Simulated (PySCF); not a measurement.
LiMg: one state, many levels of theory

State: ²Σ⁺ (doublet), unpaired electrons σ ↑. Set-up: basis Li def2-SVPD, Mg def2-SVPD; no relativity; PySCF 2.14. De refers to Li + Mg in their ground configurations, without counterpoise correction. The functionals are run spin-unrestricted. A positive dipole means Li(−)Mg(+). Levels whose curve was spin-contaminated or gave no clean fit are not listed.

```json
{"Level": "ROHF-MP2", "Re (Å)": "3.434", "ωe (cm⁻¹)": "104", "De (eV)": "0.074", "μ (D)": "n/a"}
{"Level": "ROHF-SCS-MP2", "Re (Å)": "3.475", "ωe (cm⁻¹)": "96.3", "De (eV)": "0.059", "μ (D)": "n/a"}
{"Level": "ROHF-CCSD", "Re (Å)": "3.271", "ωe (cm⁻¹)": "145", "De (eV)": "0.123", "μ (D)": "n/a"}
{"Level": "ROHF-CCSD(T)", "Re (Å)": "3.239", "ωe (cm⁻¹)": "155", "De (eV)": "0.144", "μ (D)": "n/a"}
{"Level": "PBE", "Re (Å)": "3.087", "ωe (cm⁻¹)": "203", "De (eV)": "0.330", "μ (D)": "-0.79"}
{"Level": "revPBE", "Re (Å)": "3.117", "ωe (cm⁻¹)": "200", "De (eV)": "0.302", "μ (D)": "-0.78"}
{"Level": "BLYP", "Re (Å)": "3.109", "ωe (cm⁻¹)": "187", "De (eV)": "0.216", "μ (D)": "-0.47"}
{"Level": "r²SCAN", "Re (Å)": "3.109", "ωe (cm⁻¹)": "206", "De (eV)": "0.366", "μ (D)": "-1.54"}
{"Level": "M06-L", "Re (Å)": "3.114", "ωe (cm⁻¹)": "207", "De (eV)": "0.274", "μ (D)": "-1.47"}
{"Level": "PBE0", "Re (Å)": "3.105", "ωe (cm⁻¹)": "200", "De (eV)": "0.294", "μ (D)": "-1.05"}
{"Level": "ωB97X", "Re (Å)": "3.159", "ωe (cm⁻¹)": "173", "De (eV)": "0.119", "μ (D)": "-1.73"}
```

The bond length runs from 3.087 Å (PBE) to 3.475 Å (ROHF-SCS-MP2). De spans 0.06 eV (ROHF-SCS-MP2, perturbation theory) to 0.37 eV (r²SCAN, meta-GGA).

Correlated steps freeze 1 core orbital. The bond is weak. Basis-set superposition, not corrected here, can be much of De in a small basis, most of all at correlated wavefunction levels. Functionals without a dispersion term scatter widely for such bonds, and LDA overbinds them. Counting both spins, an empty level lies below a filled one in some of these solutions, because spin and occupation are held. The state was picked by a PBE0 search and need not be the measured ground state.
